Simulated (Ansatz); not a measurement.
Born–Oppenheimer molecular dynamics of AlClFH3 (6 atoms, charge 0, multiplicity 1). It starts at the highest image of a converged band, a first-order saddle point between two minima.

Computed with RKS revPBE-D4/def2-SVP in Ansatz.

- ensemble: NVE (velocity Verlet)
- time step: 0.5 fs
- steps asked: 200
- starting velocities drawn for: 100 K
- seed: 5656

Frames 5 fs apart, positions in Å.

Velocities at 5 fs (Å/ps):

```
Al 1.48 -0.13 -0.06
Cl 0.07 0.17 0.55
H 10.89 -3.59 3.92
F -2.65 0.22 -0.89
H -3.76 -1.25 -2.81
H 0.94 -1.76 -2.26
```

```xyz
6
Properties=species:S:1:pos:R:3 time_fs=5 energy_less_start_eV=0.031 T=40
Al 0.075 -0.459 -0.172
Cl -0.040 0.059 2.379
H 1.382 0.206 -0.666
F -1.463 0.041 -0.746
H 0.065 -1.937 0.450
H 0.000 -1.179 1.858
6
Properties=species:S:1:pos:R:3 time_fs=10 energy_less_start_eV=0.033 T=35
Al 0.078 -0.458 -0.173
Cl -0.040 0.060 2.381
H 1.461 0.211 -0.662
F -1.472 0.041 -0.749
H 0.050 -1.971 0.453
H 0.001 -1.204 1.849
6
Properties=species:S:1:pos:R:3 time_fs=15 energy_less_start_eV=0.036 T=32
Al 0.075 -0.456 -0.178
Cl -0.040 0.060 2.383
H 1.473 0.206 -0.653
F -1.469 0.039 -0.749
H 0.045 -1.994 0.471
H -0.007 -1.201 1.859
6
Properties=species:S:1:pos:R:3 time_fs=20 energy_less_start_eV=0.019 T=63
Al 0.069 -0.453 -0.183
Cl -0.039 0.059 2.385
H 1.403 0.189 -0.639
F -1.456 0.035 -0.746
H 0.050 -1.948 0.476
H -0.023 -1.187 1.875
6
Properties=species:S:1:pos:R:3 time_fs=25 energy_less_start_eV=0.017 T=68
Al 0.057 -0.453 -0.186
Cl -0.038 0.059 2.386
H 1.396 0.228 -0.670
F -1.440 0.032 -0.743
H 0.059 -1.911 0.479
H -0.040 -1.204 1.882
6
Properties=species:S:1:pos:R:3 time_fs=30 energy_less_start_eV=0.034 T=35
Al 0.049 -0.454 -0.188
Cl -0.038 0.059 2.388
H 1.401 0.286 -0.721
F -1.430 0.031 -0.742
H 0.068 -1.951 0.497
H -0.053 -1.199 1.889
6
Properties=species:S:1:pos:R:3 time_fs=35 energy_less_start_eV=0.023 T=55
Al 0.052 -0.456 -0.186
Cl -0.037 0.059 2.389
H 1.324 0.296 -0.741
F -1.431 0.034 -0.746
H 0.076 -1.979 0.489
H -0.057 -1.192 1.893
6
Properties=species:S:1:pos:R:3 time_fs=40 energy_less_start_eV=0.021 T=59
Al 0.061 -0.462 -0.182
Cl -0.037 0.060 2.391
H 1.281 0.304 -0.758
F -1.442 0.039 -0.753
H 0.085 -1.948 0.448
H -0.051 -1.204 1.894
6
Properties=species:S:1:pos:R:3 time_fs=45 energy_less_start_eV=0.027 T=49
Al 0.068 -0.468 -0.178
Cl -0.037 0.060 2.393
H 1.333 0.339 -0.785
F -1.456 0.045 -0.759
H 0.099 -1.950 0.423
H -0.037 -1.187 1.914
6
Properties=species:S:1:pos:R:3 time_fs=50 energy_less_start_eV=0.026 T=50
Al 0.072 -0.469 -0.179
Cl -0.038 0.061 2.394
H 1.352 0.324 -0.761
F -1.465 0.048 -0.763
H 0.118 -2.001 0.425
H -0.018 -1.199 1.947
6
Properties=species:S:1:pos:R:3 time_fs=55 energy_less_start_eV=0.026 T=50
Al 0.072 -0.467 -0.185
Cl -0.038 0.062 2.395
H 1.337 0.272 -0.695
F -1.466 0.048 -0.762
H 0.134 -2.000 0.420
H 0.002 -1.225 1.992
6
Properties=species:S:1:pos:R:3 time_fs=60 energy_less_start_eV=0.007 T=86
Al 0.064 -0.466 -0.192
Cl -0.038 0.062 2.395
H 1.396 0.269 -0.652
F -1.458 0.045 -0.757
H 0.136 -1.949 0.403
H 0.023 -1.205 2.049
```

Of the whole run (100 fs, mean temperature of the second half 90 K): The conserved energy stayed within 0.032 meV per atom of its start (net change 0.02 meV per atom), so the integration is sound. A run of 0.1 ps of so small a system gives no equilibrium averages. The orbitals stay closed-shell, which can raise the energy where a bond breaks towards radicals; this wasn't checked here.

Run time: 4.8 min on 1 thread of Arm Neoverse V1 (shared host), peak memory 0.1 GiB.
